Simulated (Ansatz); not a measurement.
# C3H7N: one species, many methods

How much do the methods differ for C3H7N? The plan is to run it at one geometry with functionals of several rungs and with coupled cluster, and see how far each lands from CCSD(T) at the basis-set limit for the atomisation energy.

Method: functionals in def2-TZVPP, the program's frozen cores in correlated methods; program: Ansatz 0.2.0, Gaussian basis.

Levels to be run: LDA (SPW92), PBE-D4, revPBE-D4, BLYP-D4, r2SCAN-D4, B97M-V, PBE0-D4, B3LYP-D4, r2SCANh-D4, r2SCAN0-D4, HSE06-D4, BHLYP-D4, CAM-B3LYP-D4, LC-ωPBE, ωB97X-V, ωB97M-V, B2PLYP, PBE-QIDH; CCSD(T)/def2-SVP; CCSD(T)/def2-TZVPP; MP2/def2-QZVPP; extrapolation to the limit; RPA on PBE.

### 1 Structure used throughout

All runs share one geometry, relaxed beforehand with PBE0-D4 in a triple-zeta def2 set.

SMILES `C/C=C/N`, 11 atoms, charge 0, spin multiplicity 1.

Atoms are counted from 1 here; the program's logs count them from 0.

Bond lengths: C1–C2 1.491 Å, C1–H5 1.095 Å, C1–H6 1.093 Å, C1–H7 1.096 Å, C2–C3 1.332 Å, C2–H8 1.089 Å, C3–N4 1.389 Å, C3–H9 1.088 Å, N4–H10 1.009 Å, N4–H11 1.007 Å. Angles: C2–C1–H5 111.8°, C2–C1–H6 111.1°, C2–C1–H7 111.9°, H5–C1–H6 107.7°, H5–C1–H7 106.7°, H6–C1–H7 107.5°, C1–C2–C3 123.9°, C1–C2–H8 117.3°, C3–C2–H8 118.9°, C2–C3–N4 126.6°, C2–C3–H9 119.6°, N4–C3–H9 113.6°, C3–N4–H10 114.6°, C3–N4–H11 114.7°, H10–N4–H11 111.5°.

### 2 LDA

This LDA is Slater exchange with PW92 correlation.

Contents of in.yaml:

```yaml
crystal:
  periodic: [false, false, false]
  atoms:
    - {symbol: C, position_ang: [-0.561539, 1.609887, -0.111043]}
    - {symbol: C, position_ang: [0.221953, 0.359139, -0.323157]}
    - {symbol: C, position_ang: [0.027837, -0.764353, 0.365401]}
    - {symbol: N, position_ang: [0.788442, -1.924061, 0.290702]}
    - {symbol: H, position_ang: [-1.058607, 1.939254, -1.029738]}
    - {symbol: H, position_ang: [-1.332341, 1.466533, 0.650244]}
    - {symbol: H, position_ang: [0.074582, 2.439583, 0.216546]}
    - {symbol: H, position_ang: [1.008798, 0.385043, -1.075683]}
    - {symbol: H, position_ang: [-0.753479, -0.802941, 1.121195]}
    - {symbol: H, position_ang: [1.376453, -1.988823, -0.526368]}
    - {symbol: H, position_ang: [0.273300, -2.776259, 0.442598]}
basis:
  gaussian: {orbitals: def2-TZVPP}
hamiltonian: {xc: lda}
output: {orbitals: {seedname: orbitals}}
```

Command:

```sh
> ansatz run in.yaml --threads 2 --pin off --events-out ev --progress --plain --max-ram 4352MiB
```

The runs that follow: PBE-D4 (GGA); revPBE-D4 (GGA); BLYP-D4 (GGA); r2SCAN-D4 (meta-GGA); B97M-V (meta-GGA); B3LYP-D4 (hybrid); r2SCANh-D4 (hybrid); r2SCAN0-D4 (hybrid); HSE06-D4 (hybrid); BHLYP-D4 (hybrid); CAM-B3LYP-D4 (range-separated); LC-ωPBE (range-separated); ωB97X-V (range-separated); ωB97M-V (range-separated); B2PLYP (double hybrid); PBE-QIDH (double hybrid); CCSD(T) in def2-SVP; CCSD(T) in def2-TZVPP; MP2 in def2-QZVPP; RPA on PBE orbitals.

Q: Predict the results of all the runs planned. Wanted: atomisation energy, CCSD(T)/CBS; farthest beyond LDA; mean size of error, GGA; mean size of error, meta-GGA; mean size of error, hybrid; mean size of error, range-separated; mean size of error, double hybrid; gap, smallest and largest; T1 diagnostic.

The runs gave:

| quantity | value |
| --- | --- |
| atomisation energy, CCSD(T)/CBS | 4314.2 kJ/mol |
| functionals within 21.6 kJ/mol (0.5 %) | revPBE-D4, r2SCAN-D4, B97M-V, r2SCANh-D4, LC-ωPBE, ωB97X-V, ωB97M-V, PBE-QIDH |
| farthest beyond LDA | PBE-D4 (+119.8 kJ/mol) |
| mean size of error, GGA | 53.4 kJ/mol |
| mean size of error, meta-GGA | 11.0 kJ/mol |
| mean size of error, hybrid | 45.7 kJ/mol |
| mean size of error, range-separated | 18.0 kJ/mol |
| mean size of error, double hybrid | 19.0 kJ/mol |
| gap, smallest and largest | 4.71 eV (BLYP-D4), 11.69 eV (LC-ωPBE) |
| T1 diagnostic | 0.0106 |
| triples share of the correlation energy | 4.0 % |

In words: LDA overbinds by 633.7 kJ/mol (15 %). PBE-D4 misses by +119.8 kJ/mol. Double hybrids carry the basis error of their MP2 part in triple zeta, and no dispersion term here, so their miss is partly the set-up's. The rungs meta-GGA, range-separated, double hybrid miss on average by less than the doubt on the reference (21.6 kJ/mol), so they tie. Misses under about 21.6 kJ/mol are within the doubt on the reference itself, which lacks core-valence correlation, relativity and higher excitations. Hartree-Fock recovers 73 % of the binding; the rest is correlation. CCSD(T) in def2-SVP is off by -197.1 kJ/mol, worse than the median functional, from the basis alone. Orbital gaps span 4.7 to 11.7 eV; exact exchange widens them.
